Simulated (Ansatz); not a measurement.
## SiOC, triplet in cc-pVDZ: errors against UCCSDT(Q)

Geometry: that of the SiOC, singlet, kept fixed.

```csv
atom,x (Å),y (Å),z (Å)
C,0.0000,0.0000,-1.3980
O,0.0000,0.0000,-0.2304
Si,0.0000,0.0000,1.6284
```

Basis cc-pVDZ; Ansatz 0.2.0. Only valence electrons are correlated (noble-gas cores frozen), which leaves 14 electrons in 39 orbitals. R marks a restricted (for open shells ROHF) determinant, U an unrestricted one. Active spaces: valence = (14e, 12o) chosen from the atoms' valence shells.

Full CI isn't at hand for all of this; UCCSDT(Q) serves as the reference, and is uncertain by about the last step of the cluster series. The frozen core follows each run's orbitals, which can shift R against U totals by a few meV.

For open shells CISD is restricted-active-space CI with the open shells as a complete middle space.

The UHF ⟨S²⟩ is 2.062 and the T1 diagnostic (RCCSD) is 0.0350. The largest doubles amplitude (RCCSD) is 0.063 and the T1 diagnostic (UCCSD) is 0.0312.

```csv
level,E − E(RHF) (eV)
UHF,-0.1942
RMP2,-9.5229
UMP2,-9.4952
RCCSD,-10.1807
UCCSD,-10.1865
RCCSD(T),-10.5881
UCCSD(T),-10.5858
```

Task: Estimate how far UCCSDT(Q) in cc-pVDZ lies from RCCSD(T). The table doesn't fix it; the size of (T) and the diagnostics are the guide.

Result: UCCSDT(Q) in cc-pVDZ lies 6.7 kJ/mol below RCCSD(T), which is 17 % of the (T) step (-39.3 kJ/mol). T1 is raised, but (T) still catches most of what CCSD lacks. The miss exceeds 1 kcal/mol.

The other levels:

| level | E − E(UCCSDT(Q)) (kJ/mol) | share of correlation (%) | wall time |
| --- | --- | --- | --- |
| CISD | 149.0 | 85.51 | 6.5 s |
| BCCD(T) | 6.4 | 99.38 | 3.2 s |
| RCCSDT | 3.8 | 99.63 | – |
| UCCSDT | 3.8 | 99.63 | – |
| RCCSDT(Q) | 0.9 | 99.91 | 15 s (H100) |
| CASSCF (valence space) | 610.8 | 40.61 | – |
| NEVPT2 (valence space) | 163.5 | 84.10 | 45 s (H100) |
| MRCISD (valence space) | 65.7 | 93.61 | – |
| MRCISD+Q (valence space) | 18.0 | 98.25 | 18 s (H100) |

The correlation energy at UCCSDT(Q), counted from RHF, is -10.658 eV. That run took 8 s on 2 threads of AMD EPYC 7R13 with a shared H100 80 GB, shared host.

Times hold each run's SCF and search for its determinant on a shared host, so for small cases they say little of a method's own cost; rows without a card ran on 1 thread of AMD EPYC 7R13.

Natural occupations of CASSCF (valence space) about the gap: 1.993 1.986 1.978 1.957 1.957 1.000 1.000 0.048 0.048 0.021; effectively unpaired electrons, Σ n²(2−n)², 2.04.
